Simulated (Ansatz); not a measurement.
Two shapes of singlet CH₂F₂.

Shape 1:

```xyz
5

C     0.4910    0.0000    0.0000
H     1.1116    0.6461    0.6461
H     1.1116   -0.6461   -0.6461
F    -0.2872    0.7749   -0.7749
F    -0.2872   -0.7749    0.7749
```

Shape 2:

```xyz
5

C     0.4517    0.0000    0.0000
H     1.0227    0.5944    0.5944
H     1.0227   -0.5944   -0.5944
F    -0.2642    0.7129   -0.7129
F    -0.2642   -0.7129    0.7129
```

Basis set: def2-TZVP (spherical functions). Correlated methods keep 3 orbitals frozen. Charge 0, multiplicity 1.

Computed with Ansatz (development build ahead of 0.2.0); each method stands on the lowest determinant of its kind that the runs found.

(1) Which shape is lower in energy, and by how much in each method?

## Answers

(1)

| method | E(2) − E(1) (eV) |
| --- | --- |
| RHF | 0.759 |
| RHF-MP2 | 1.060 |

Shape 1 is lower. Caution: no unrestricted run beside it, a lower state can exist.
